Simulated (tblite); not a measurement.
C4H5F.
SMILES with atom numbers: `[F:1][CH:2]=[C:3]1[CH2:4][CH2:5]1` (hydrogens: H6 on C2; H7, H8 on C4; H9, H10 on C5)

Computed with GFN2-xTB (tblite), gas phase: L-BFGS steps from a force-field or distance-geometry start until the largest atomic force falls under 0.01 eV/Å.

Step 0: E = -429.1155 eV
```
atom  x, y, z in Å  |  force x, y, z in eV/Å
F1      2.4121    0.7419    0.4071    0.056   0.147   0.054
C2      1.5641   -0.2227   -0.0122    0.863  -0.353  -0.012
C3      0.2774   -0.0673   -0.0078    2.516  -0.177   0.047
C4     -0.9857   -0.6329   -0.3041   -1.195   0.328   0.741
C5     -0.8023    0.8108    0.2680   -1.247  -0.093  -0.340
H6      2.1054   -1.1111   -0.3079   -0.029  -0.005  -0.048
H7     -1.3446   -1.3988    0.3783   -0.161   0.142  -0.251
H8     -1.2464   -0.7510   -1.3324   -0.327  -0.058  -0.310
H9     -0.9347    1.6398   -0.4164   -0.233  -0.011   0.200
H10    -1.0365    0.9959    1.3049   -0.243   0.079  -0.080
```

Step 1: E = -429.1833 eV
```
atom  x, y, z in Å  |  force x, y, z in eV/Å
F1      2.4129    0.7440    0.4079    0.288   0.198   0.072
C2      1.5765   -0.2277   -0.0124    1.949  -0.259   0.063
C3      0.3133   -0.0698   -0.0071   -1.709   0.216  -0.003
C4     -1.0027   -0.6282   -0.2935    0.203   0.916   0.254
C5     -0.8202    0.8095    0.2632   -0.041  -0.873  -0.305
H6      2.1050   -1.1111   -0.3086    0.250  -0.266  -0.118
H7     -1.3469   -1.3968    0.3747   -0.251  -0.052  -0.003
H8     -1.2511   -0.7518   -1.3369   -0.215  -0.002   0.088
H9     -0.9380    1.6396   -0.4136   -0.255   0.064   0.068
H10    -1.0400    0.9970    1.3038   -0.218   0.058  -0.117
```

Problem. Estimate the geometry and energy of step 2. (The exact step hangs on the optimiser's Hessian estimate; all steps are aligned on step 1, rigid shifts and turns removed.)

Solution. E = -429.2222 eV, largest force 0.908 eV/Å
```
atom  x, y, z in Å  |  force x, y, z in eV/Å
F1      2.4169    0.7476    0.4092    0.515   0.289   0.118
C2      1.6076   -0.2338   -0.0117   -0.828   0.344   0.145
C3      0.3129   -0.0686   -0.0068    0.370  -0.113  -0.022
C4     -1.0100   -0.6142   -0.2843    0.132   0.167  -0.347
C5     -0.8309    0.7980    0.2566    0.109  -0.121   0.083
H6      2.1079   -1.1145   -0.3105    0.561  -0.623  -0.222
H7     -1.3513   -1.3962    0.3726   -0.246   0.003   0.012
H8     -1.2564   -0.7523   -1.3383   -0.150   0.063   0.388
H9     -0.9430    1.6403   -0.4111   -0.262  -0.021   0.078
H10    -1.0447    0.9984    1.3017   -0.200   0.011  -0.233
```

The energy changes by -0.0389 eV. The first-order estimate −F·Δx gives -0.0981 eV and the mean of the old and new forces, exact on a quadratic surface, -0.0398 eV. The step makes an angle of 40° with the force vector and moves no atom by more than 0.032 Å.

The cost below is that of the whole relaxation. Time: 0.13 s. Hardware: Arm Neoverse N1, one thread, no GPU, on a shared host.
